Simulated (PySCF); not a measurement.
Rock-salt NaCl: correlation energy from several methods in one and the same small orbital space (PySCF; 2 atoms at the zone centre, 8 electrons in 55 orbitals, empty ones MP2 natural orbitals of a TZ basis, lattice constant set to 5.9221 Å). Its volume lies 16 % above that of the crystal's usual cell. It tests the methods against each other and lies far from the crystal's limit.

```
method    E_corr (eV per atom)  share of CCSDT(Q) (%)  difference (meV)
--------  --------------------  ---------------------  ----------------
MP2                    -2.4380                   83.3               490
CCSD                   -2.8292                   96.6                98
CCSD(T)                -2.9148                   99.6                13
CCSDT                  -2.9247                   99.9                 3
CCSDT(Q)               -2.9276                  100.0                 0
```

MP2, (T) and (Q) use filled levels shifted down by the Madelung term, which in so small a cell is a large part of the gap, so these rows hang on it.

CCSDT(Q) is the highest level reached here, not an exact value.
